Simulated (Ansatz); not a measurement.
Basis-set extrapolation for `C=C(F)CF` (PBE0-D4/def2-TZVP geometry, frozen core, Ansatz 0.2.0). Multiplicity 1, RHF reference.

```json
{"": "HF", "def2-TZVPP": "-314.910147", "def2-QZVPP": "-314.923975"}
{"": "MP2 correlation", "def2-TZVPP": "-0.980658", "def2-QZVPP": "-1.060843"}
{"": "CCSD(T) correlation", "def2-TZVPP": "-1.043475", "def2-QZVPP": "not run"}
```

Energies in hartree. Use E(X) = E(∞) + A·exp(−7.88·√X) for Hartree–Fock and E(X) = E(∞) + B·X^(−2.97) for correlation, with X = 3 and 4, and add CCSD(T) minus MP2 of the smaller set to the MP2 limit.

Question: What is the CCSD(T) energy at the basis-set limit?

Answer: HF limit: -314.923975 + (-0.013828) × 0.13774 = -314.92588. MP2 limit: -1.060843 + (-0.080185) × 0.74074 = -1.12024. Higher-order term: -1.043475 − (-0.980658) = -0.06282. Total: -316.10894 hartree, 97.5 kcal/mol below CCSD(T)/def2-TZVPP.
